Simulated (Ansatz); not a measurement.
# Relaxing Al3Os

Level of theory: DFT PBE, scalar-relativistic, plane waves, PAW (Ansatz 0.2.0). Cutoff 420 eV, Γ-centred k mesh, Gaussian smearing, no spin polarisation in the final step.

Al3Os was placed on the sites of a reported Cu3Pd cell (P4/mmm, No. 123), with Os in place of Pd, Al in place of Cu, at a guessed volume.

```yaml
crystal:
  lattice:
    - [3.83555, 0.00000, 0.00000]
    - [0.00000, 3.83555, 0.00000]
    - [0.00000, 0.00000, 3.79612]
  atoms:
    - { symbol: Al, position: [0.00000, 0.50000, 0.50000] }
    - { symbol: Al, position: [0.50000, 0.00000, 0.50000] }
    - { symbol: Al, position: [0.50000, 0.50000, 0.00000] }
    - { symbol: Os, position: [0.00000, 0.00000, 0.00000] }
```

Cell and atoms relax at zero pressure; the relaxation can't lower the symmetry of the start. After a coarse first stage the cell is made exact in the group found at 0.06 Å.

The zero of energy is the elements' standard structures at the same level; no fitted shifts are applied.

(1) Which crystal results?

(2) What are its volume, energy, density and gap?

Answers

(1) It ends in Pm-3m (No. 221). The result has the Cu3Au (L1_2) structure. Conventional cell: a = 3.873 Å. Around Al lie 4 Os at 2.74 Å and 8 Al at 2.74 Å; Os is coordinated by 12 Al at 2.74 Å.

```xyz
4
Lattice="3.8726 0.0000 0.0000 0.0000 3.8726 0.0000 0.0000 0.0000 3.8726" Properties=species:S:1:pos:R:3 pbc="T T T"
Al    0.0000    1.9363    1.9363
Al    1.9363    0.0000    1.9363
Al    1.9363    1.9363    0.0000
Os    0.0000    0.0000    0.0000
```

(2) The volume per atom is 14.52 Å³ and the density is 7.75 g/cm³. The energy over the elements is -0.20 eV/atom and the gap on the 12×12×12 mesh is 0 eV (a metal).

The final run used a 12×12×12 mesh on its 4-atom cell and 0.10 eV smearing. The k mesh leaves about 4 meV/atom of noise in metals. Spin–orbit coupling is left out. A structure relaxed within its symmetry needn't be a true minimum. The steps took roughly 29 core-seconds in all.

Cost: 3 runs of about 0.48 core-minutes in all, on Arm Neoverse V1 (shared hosts).